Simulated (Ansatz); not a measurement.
Geometry optimisation of the cluster LiCl₂⁻.

```yaml
crystal:
  periodic: [false, false, false]
  atoms:
    - {symbol: Li, position_ang: [-0.000123, -0.000225, 0.000077]}
    - {symbol: Cl, position_ang: [-1.070382, -0.033403, -1.878113]}
    - {symbol: Cl, position_ang: [1.070505, 0.033638, 1.878036]}
basis:
  gaussian: {orbitals: def2-TZVPD}
total_charge: -1
magnetization: {spin_polarized: true, initial_magnetization: 2}
hamiltonian: {xc: r2scan, dispersion: d4}
scf: {omitted_lower_state_checks: [starts]}
output: {orbitals: {seedname: orbitals}}
relax: {f_tol: 0.02, max_steps: 100}
```

```sh
$ ansatz run in.yaml --threads 4 --pin off --events-out ev --progress --plain --max-ram 3916MiB
```

It prints (some lines left out):

```
Functional definition: r2SCAN
  name "r2SCAN"
  cite "Furness, Kaplan, Ning, Perdew & Sun, J. Phys. Chem. Lett. 11, 8208 (2020) doi:10.1021/acs.jpclett.0c02405"
  cite "Furness, Kaplan, Ning, Perdew & Sun, J. Phys. Chem. Lett. 11, 9248 (2020) doi:10.1021/acs.jpclett.0c03077"
  parent r2scan
  parameter k0 = 0.174
  parameter k1 = 0.065
  parameter a1 = 4.9479
  exchange = r2scan_x(k0 = k0, k1 = k1, a1 = a1)
  correlation = r2scan_c
these checks for a lower state are left out or cut short: starts
mean field -25249.77536179 eV, -927.9121296334 hartree, gradient 2.5e-6 eV, S^2 2.003530; 0 other end points of the search recorded, 0 dependent functions left out
the calculation of the forces begins
relax step   1: F+E_penalty+E_count = -25249.78451196 eV  Δ(F+E_penalty+E_count) = +0.000e0 eV  max|allowed force component| = 4.551e-1 eV/Å  Δτ_max = 0.0000 Å  (188 SCF iters, accepted)
these checks for a lower state are left out or cut short: starts, cluster_reference, orbital_swaps, neighbouring_geometries, increment
mean field -25249.81770947 eV, -927.9136858819 hartree, gradient 4.8e-6 eV, S^2 2.003515; 0 other end points of the search recorded, 0 dependent functions left out
the calculation of the forces begins
relax step   2: F+E_penalty+E_count = -25249.82660425 eV  Δ(F+E_penalty+E_count) = -4.209e-2 eV  max|allowed force component| = 2.826e-1 eV/Å  Δτ_max = 0.0500 Å  (233 SCF iters, accepted)
these checks for a lower state are left out or cut short: starts, cluster_reference, orbital_swaps, neighbouring_geometries, increment
mean field -25249.85261668 eV, -927.9149686983 hartree, gradient 2.4e-6 eV, S^2 2.003500; 0 other end points of the search recorded, 0 dependent functions left out
the calculation of the forces begins
relax step   3: F+E_penalty+E_count = -25249.86103028 eV  Δ(F+E_penalty+E_count) = -3.443e-2 eV  max|allowed force component| = 6.069e-2 eV/Å  Δτ_max = 0.0922 Å  (148 SCF iters, accepted)
these checks for a lower state are left out or cut short: starts, cluster_reference, orbital_swaps, neighbouring_geometries, increment
mean field -25249.85515592 eV, -927.9150620135 hartree, gradient 8.2e-6 eV, S^2 2.003498; 0 other end points of the search recorded, 0 dependent functions left out
the calculation of the forces begins
relax step   4: F+E_penalty+E_count = -25249.86340280 eV  Δ(F+E_penalty+E_count) = -2.373e-3 eV  max|allowed force component| = 6.773e-3 eV/Å  Δτ_max = 0.0318 Å  (190 SCF iters, accepted)
these checks for a lower state are left out or cut short: starts, cluster_reference, orbital_swaps, neighbouring_geometries, increment
mean field -25249.85527680 eV, -927.9150664557 hartree, gradient 7.4e-6 eV, S^2 2.003497; 0 other end points of the search recorded, 0 dependent functions left out
the calculation of the forces begins
relax step   5: F+E_penalty+E_count = -25249.86350173 eV  Δ(F+E_penalty+E_count) = -9.894e-5 eV  max|allowed force component| = 1.111e-2 eV/Å  Δτ_max = 0.0051 Å  (121 SCF iters, accepted)
these checks for a lower state are left out or cut short: starts, cluster_reference, orbital_swaps, neighbouring_geometries, increment
mean field -25249.87468930 eV, -927.9157798519 hartree, gradient 5.4e-10 eV, S^2 2.003480; 1 other end points of the search recorded, 0 dependent functions left out
the calculation of the forces begins
relax step   6: F+E_penalty+E_count = -25249.88231394 eV  Δ(F+E_penalty+E_count) = -1.881e-2 eV  max|allowed force component| = 1.939e-1 eV/Å  Δτ_max = 0.1975 Å  (260 SCF iters, accepted)
these checks for a lower state are left out or cut short: starts, cluster_reference, orbital_swaps, neighbouring_geometries, increment
mean field -25249.93218603 eV, -927.9178928179 hartree, gradient 3.9e-6 eV, S^2 2.003510; 0 other end points of the search recorded, 0 dependent functions left out
the calculation of the forces begins
relax step   7: F+E_penalty+E_count = -25249.94008443 eV  Δ(F+E_penalty+E_count) = -5.777e-2 eV  max|allowed force component| = 2.403e-1 eV/Å  Δτ_max = 0.0962 Å  (75 SCF iters, accepted)
these checks for a lower state are left out or cut short: starts, cluster_reference, orbital_swaps, neighbouring_geometries, increment
mean field -25250.03134172 eV, -927.9215367222 hartree, gradient 6.7e-6 eV, S^2 2.003599; 0 other end points of the search recorded, 0 dependent functions left out
[...]
mean field -25250.68400484 eV, -927.9455216494 hartree, gradient 9.8e-6 eV, S^2 2.004885; 0 other end points of the search recorded, 0 dependent functions left out
the calculation of the forces begins
relax step  12: F+E_penalty+E_count = -25250.69500952 eV  Δ(F+E_penalty+E_count) = -2.037e-1 eV  max|allowed force component| = 4.917e-1 eV/Å  Δτ_max = 0.1902 Å  (46 SCF iters, accepted)
these checks for a lower state are left out or cut short: starts, cluster_reference, orbital_swaps, neighbouring_geometries, increment
mean field -25250.91806193 eV, -927.9541230891 hartree, gradient 1.9e-5 eV, S^2 2.004914; 0 other end points of the search recorded, 0 dependent functions left out
the calculation of the forces begins
relax step  13: F+E_penalty+E_count = -25250.92940990 eV  Δ(F+E_penalty+E_count) = -2.344e-1 eV  max|allowed force component| = 4.491e-1 eV/Å  Δτ_max = 0.1950 Å  (41 SCF iters, accepted)
these checks for a lower state are left out or cut short: starts, cluster_reference, orbital_swaps, neighbouring_geometries, increment
mean field -25251.01095897 eV, -927.9575369921 hartree, gradient 6.8e-5 eV, S^2 2.004701; 0 other end points of the search recorded, 0 dependent functions left out
the calculation of the forces begins
relax step  14: F+E_penalty+E_count = -25251.02248341 eV  Δ(F+E_penalty+E_count) = -9.307e-2 eV  max|allowed force component| = 3.495e-1 eV/Å  Δτ_max = 0.1954 Å  (37 SCF iters, accepted)
these checks for a lower state are left out or cut short: starts, cluster_reference, orbital_swaps, neighbouring_geometries, increment
mean field -25251.02395835 eV, -927.9580147104 hartree, gradient 2.3e-5 eV, S^2 2.004808; 0 other end points of the search recorded, 0 dependent functions left out
the calculation of the forces begins
relax step  15: F+E_penalty+E_count = -25251.03543550 eV  Δ(F+E_penalty+E_count) = -1.295e-2 eV  max|allowed force component| = 1.148e-1 eV/Å  Δτ_max = 0.0645 Å  (38 SCF iters, accepted)
these checks for a lower state are left out or cut short: starts, cluster_reference, orbital_swaps, neighbouring_geometries, increment
mean field -25251.02722565 eV, -927.9581347818 hartree, gradient 1.5e-5 eV, S^2 2.004774; 0 other end points of the search recorded, 0 dependent functions left out
the calculation of the forces begins
relax step  16: F+E_penalty+E_count = -25251.03872082 eV  Δ(F+E_penalty+E_count) = -3.285e-3 eV  max|allowed force component| = 2.091e-2 eV/Å  Δτ_max = 0.0274 Å  (39 SCF iters, accepted)
these checks for a lower state are left out or cut short: starts, cluster_reference, orbital_swaps, neighbouring_geometries, increment
mean field -25251.02732416 eV, -927.9581384018 hartree, gradient 1.2e-5 eV, S^2 2.004779; 0 other end points of the search recorded, 0 dependent functions left out
the calculation of the forces begins
relax step  17: F+E_penalty+E_count = -25251.03881694 eV  Δ(F+E_penalty+E_count) = -9.612e-5 eV  max|allowed force component| = 1.692e-3 eV/Å  Δτ_max = 0.0040 Å  (32 SCF iters, accepted)
these checks for a lower state are left out or cut short: starts
mean field -25251.02732416 eV, -927.9581384018 hartree, gradient 1.2e-5 eV, S^2 2.004779; 0 other end points of the search recorded, 0 dependent functions left out
the calculation of the forces begins
Total energy: -25251.03886390 eV, -927.9585624794 hartree
Atom 0 at    -0.590867    -1.086338     0.356165 Å, force    -0.000920    -0.001692     0.000555 eV/Å
Atom 1 at    -0.359412     0.522668    -1.326997 Å, force     0.000425     0.000845    -0.000340 eV/Å
Atom 2 at     0.950278     0.563680     0.970832 Å, force     0.000496     0.000847    -0.000215 eV/Å
Dipole moment:     0.801574     1.473739    -0.483176 e Å
Checks for a lower state left out: starts
```

Run time 2.1 min (4 threads of Arm Neoverse V1 on a shared host).

The highest occupied level of the charge -1 triplet lies above zero (up to 1.31 eV). The electron is either unbound and held by the finite basis, or the level is raised by self-interaction error. In the triplet, Cl2 and Cl3 lie 2.65 Å apart (atoms count from 1), so these atoms are partly bonded to each other. At r2SCAN-D4/def2-TZVPD a singlet of charge -1 lies 4.20 eV below the triplet, each at its own geometry. The structure comes from a short search, and lower isomers may exist.
